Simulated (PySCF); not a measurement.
Compound: N-methylpyrrolidine, C5H11N.
Z-matrix (Å and degrees, GFN2-xTB geometry), rows numbered from 1:
```
C 
N   1  1.4399
C   2  1.4516  1  113.94
C   3  1.5332  2  104.50  1  -165.66
C   4  1.5400  3  104.47  2    19.92
C   2  1.4499  1  114.26  3  -120.50
H   1  1.1036  2  112.75  3    60.10
H   1  1.0893  2  109.12  3  -179.19
H   1  1.0893  2  109.02  3   -60.59
H   3  1.0916  2  109.81  1    73.06
H   3  1.1054  2  111.25  1   -46.71
H   4  1.0891  3  111.02  2   140.72
H   4  1.0885  3  110.76  2   -99.28
H   5  1.0888  4  112.45  3   127.11
H   5  1.0890  4  110.31  3  -111.79
H   6  1.0913  2  110.14  1   -69.76
H   6  1.1058  2  111.54  1    50.68
```

IAO charges (e) from the PBE0/pcSseg-1 density (PySCF), one withheld:

```json
{"atom": "C1", "bonded to": "N2 H7 H8 H9", "charge": "?"}
{"atom": "N2", "bonded to": "C1 C3 C6", "charge": "-0.2549"}
{"atom": "C3", "bonded to": "N2 C4 H10 H11", "charge": "-0.1535"}
{"atom": "C4", "bonded to": "C3 C5 H12 H13", "charge": "-0.2682"}
{"atom": "C5", "bonded to": "C4 C6 H14 H15", "charge": "-0.2649"}
{"atom": "C6", "bonded to": "C5 N2 H16 H17", "charge": "-0.1516"}
{"atom": "H7", "bonded to": "C1", "charge": "+0.0994"}
{"atom": "H8", "bonded to": "C1", "charge": "+0.1442"}
{"atom": "H9", "bonded to": "C1", "charge": "+0.1443"}
{"atom": "H10", "bonded to": "C3", "charge": "+0.1375"}
{"atom": "H11", "bonded to": "C3", "charge": "+0.0921"}
{"atom": "H12", "bonded to": "C4", "charge": "+0.1364"}
{"atom": "H13", "bonded to": "C4", "charge": "+0.1396"}
{"atom": "H14", "bonded to": "C5", "charge": "+0.1363"}
{"atom": "H15", "bonded to": "C5", "charge": "+0.1395"}
{"atom": "H16", "bonded to": "C6", "charge": "+0.1376"}
{"atom": "H17", "bonded to": "C6", "charge": "+0.0905"}
```

(1) What is the charge on C1?

(2) Add each hydrogen's charge to the atom that carries it.

(3) Across which bond do the charges differ most?

(4) Take the bonds between elements whose Pauling electronegativities differ by more than 0.25. In how many does the more electronegative atom carry the lower charge?

(5) How much positive and how much negative charge does this set hold in all?

Answers

(1) The charges add up to the total charge, 0. The others sum to +0.3043, which leaves -0.3043 e for C1 (N-methyl carbon).

(2) C1 +0.0836, C3 +0.0761, C4 +0.0078, C5 +0.0109, C6 +0.0765. Atoms without hydrogen keep their charges.

(3) H9–C1: +0.1443 on H9 against -0.3043 on C1, a difference of 0.4486 e (C1–H8 within 0.003 e of it). The lower charge is on the more electronegative element of the two (Pauling values: C 2.55, H 2.20).

(4) In 13 of 14; it doesn't in C1–N2.

(5) +1.3974 e on 11 atoms and -1.3974 e on 6.

The IAO scheme counts the electrons in orthogonalised intrinsic atomic orbitals, a minimal basis polarised so that it spans the occupied orbitals exactly. The structure is a single GFN2-xTB conformer in the gas phase; no vibrational or solvent corrections.

These values come from a run that also computed NMR shieldings. On Arm Neoverse V2, one thread, no GPU, shared host, this took 16 s of wall time.
